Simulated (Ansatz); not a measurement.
I need a relaxed scan of one distance of AlH3OSi, SMILES [O]1[AlH][SiH2]1. Use Ansatz's Python interface. Level of theory (for the species named): B3LYP, def2-SVP basis, multiplicity 1.

| atom | x (Å) | y (Å) | z (Å) |
| --- | --- | --- | --- |
| O | -1.0876 | -0.6505 | -0.3403 |
| Al | 0.5198 | -1.3319 | -0.0262 |
| Si | -0.2689 | 0.8593 | -0.1644 |
| H | 1.6837 | -2.0727 | 0.8666 |
| H | -0.1241 | 1.5655 | -1.4485 |
| H | -0.6807 | 1.5663 | 1.0667 |

`relaxed_scan_alh3osi.py`
```python
'''One bond of AlH3OSi held at set lengths while the rest relaxes.'''

import ansatz as az
import numpy as np

BASIS = 'def2-SVP'
XC = 'b3lyp'

mol = (
    az.Crystal.molecule()
    .atom('O', (-1.0876, -0.6505, -0.3403))
    .atom('Al', (0.5198, -1.3319, -0.0262))
    .atom('Si', (-0.2689, 0.8593, -0.1644))
    .atom('H', (1.6837, -2.0727, 0.8666))
    .atom('H', (-0.1241, 1.5655, -1.4485))
    .atom('H', (-0.6807, 1.5663, 1.0667))
)

job = mol.calculation().basis(gaussian=BASIS).functional(XC)
symbols = [site.symbol for site in mol.cartesian_sites]
pairs = [(0, 1), (0, 2), (1, 2), (1, 3), (2, 4), (2, 5)]
print('held (A)   E (eV)        ', '  '.join(f'{symbols[i]}{i}-{symbols[j]}{j}' for i, j in pairs))
for length in [1.36, 1.48, 1.6, 1.77, 2.0]:
    rep = job.relax(constraints=[az.DistanceConstraint((2, 5), at=length)], force_tolerance=0.02, max_steps=60).run().report
    xyz = np.array(rep['positions_ang'])
    print(f'{length:6.2f} {rep["free_energy_ev"]:14.5f}  ', '  '.join(f'{np.linalg.norm(xyz[i] - xyz[j]):.3f}' for i, j in pairs))
```

```console
$ python relaxed_scan_alh3osi.py
held (A)   E (eV)         O0-Al1  O0-Si2  Al1-Si2  Al1-H3  Si2-H4  Si2-H5
DeckWarning: relax.constraints: the input's atoms, or those drawn, lie off the distances that are held; a relaxation that starts there is brought onto them ahead of its first SCF, by positions alone, [...]
  1.36   -16565.37111   1.753  1.724  2.299  1.578  1.495  1.360
  1.48   -16565.56012   1.754  1.722  2.297  1.578  1.494  1.480
  1.60   -16565.47965   1.754  1.721  2.296  1.577  1.495  1.600
  1.77   -16565.12016   1.754  1.720  2.294  1.577  1.494  1.770
  2.00   -16564.45291   1.754  1.718  2.294  1.575  1.494  2.000
```
(Warnings from the package without file and line, shortened, repeats left out.)

Total energies depend on the basis set; only differences at equal settings carry meaning. The energies are electronic: no zero-point or thermal terms, and the basis set is short of its limit. b3lyp holds the VWN-RPA fit, as in Gaussian; the form of ORCA and Turbomole is b3lyp5. Finished in 94 s on 1 thread of Arm Neoverse V1 (shared host), peak memory 0.21 GiB.
